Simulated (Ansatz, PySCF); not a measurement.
C4H10, SMILES CC(C)C. Atoms are numbered in the order given.

```xyz
14

C     -1.2637    -0.7296    -0.0952
C      0.0000     0.0000     0.3715
C      0.0000     1.4592    -0.0952
C      1.2637    -0.7296    -0.0952
H     -2.1759    -0.2278     0.2665
H     -1.3140    -0.7586    -1.1975
H     -1.2852    -1.7704     0.2665
H      0.0000     0.0000     1.4778
H     -0.8906     1.9983     0.2665
H      0.0000     1.5173    -1.1975
H      0.8906     1.9983     0.2665
H      2.1759    -0.2278     0.2665
H      1.2852    -1.7704     0.2665
H      1.3140    -0.7586    -1.1975
```
Charge 0, spin multiplicity 1.

The structure is a stationary point at B3LYP-D3(BJ)/def2-SVP.

Vertical ionisation energy (IE) and electron affinity (EA) in eV. Rows of orbital energies are one-electron estimates. Where ΔSCF, EOM or ADC give a negative EA the extra electron is unbound and the value depends on the basis.

```tsv
level	IE	EA
−ε(HOMO), −ε(LUMO), M06-2X/def2-TZVP (PySCF)	10.26	-1.74
−ε(HOMO), −ε(LUMO), PBE/def2-TZVP (PySCF)	7.57	-0.34
ΔSCF, CAM-B3LYP/def2-SVPD (Ansatz), final states of multiplicity 2 and 2	11.38	-2.02
ΔSCF, PBE/def2-SVPD (Ansatz), final states of multiplicity 2 and 2	10.76	-1.72
```

**Question.** What vertical singlet–triplet gap does ΔSCF give with CAM-B3LYP/def2-SVPD (Ansatz, a quantum-chemistry and plane-wave program) and with PBE/def2-SVPD (Ansatz)? (Estimate from the structure and the level; the computed values follow.)

**Answer.** 8.73 and 7.86 eV (triplet above singlet where positive).
